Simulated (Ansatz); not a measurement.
Start from `BS` and change one element to get `[AlH2][SH]`.

Ansatz, PBE0-D4/def2-TZVP geometries, multiplicity 1. 

```csv
property,`BS`
size of the dipole moment (B3LYP/def2-TZVPP) / D,0.89
LUMO energy (ωB97M-V/def2-TZVPP) / eV,0.66
"ideal-gas entropy at 298 K and 1 bar (rigid rotor, harmonic PBE0-D4/def2-TZVP) / J/(mol·K)",245
HOMO–LUMO gap (B3LYP/def2-TZVPP) / eV,6.71
HOMO–LUMO gap (PBE0/def2-TZVPP) / eV,7.17
HOMO–LUMO gap (ωB97M-V/def2-TZVPP) / eV,11.33
```

(1) Give the same properties after the change, and the shifts. (Estimate.)

Results:

(1) Computed: 
| property | `[AlH2][SH]` | shift |
| --- | --- | --- |
| size of the dipole moment (B3LYP/def2-TZVPP) / D | 0.92 | 0.03 |
| LUMO energy (ωB97M-V/def2-TZVPP) / eV | 0.22 | -0.44 |
| ideal-gas entropy at 298 K and 1 bar (rigid rotor, harmonic PBE0-D4/def2-TZVP) / J/(mol·K) | 268 | 23 |
| HOMO–LUMO gap (B3LYP/def2-TZVPP) / eV | 5.99 | -0.72 |
| HOMO–LUMO gap (PBE0/def2-TZVPP) / eV | 6.45 | -0.72 |
| HOMO–LUMO gap (ωB97M-V/def2-TZVPP) / eV | 10.26 | -1.07 |

With PBE0 the HOMO rises by 0.62 eV and the LUMO falls by 0.10 eV, so the gap narrows by about 0.72 eV. PBE moves the HOMO by 0.65 eV and ωB97M-V by 0.63 eV. Dipoles are sizes alone; their direction can turn.

B3LYP here is the variant with VWN-RPA as its local correlation; programs differ in this.
